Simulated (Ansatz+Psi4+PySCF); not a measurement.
Values are calculated unless marked as measured or tabulated.
This Psi4 input gave a total energy of -224.68623 hartree.

```
molecule {
1 2
O 0.000000 0.000000 0.000000
O 0.000000 1.132800 0.504350
O 0.000000 -1.132800 0.504350
}

set basis cc-pVTZ
set reference uhf
set scf_type pk
set mp2_type conv
set cc_type conv
set num_frozen_docc 3
energy('mp2')
```

(1) Write an input for PySCF with the same method and basis set.

Results:

(1)

```python
from pyscf import gto, scf, mp

mol = gto.M(atom="""
O 0.000000 0.000000 0.000000
O 0.000000 1.132800 0.504350
O 0.000000 -1.132800 0.504350
""", basis='cc-pvtz', charge=1, spin=1)
mf = scf.UHF(mol)
mf.kernel()
pt = mp.MP2(mf, frozen=3).run()
print(mf.e_tot, pt.e_corr, pt.e_tot)
```

PySCF 2.14.0 gave -224.68623 hartree, 0.05 meV from the first. The reference isn't the lowest determinant (another lies 2.98 eV lower), but the same method gives a higher total on the lower determinant. Caution: MP2 on this radical cation hangs on the determinant chosen.
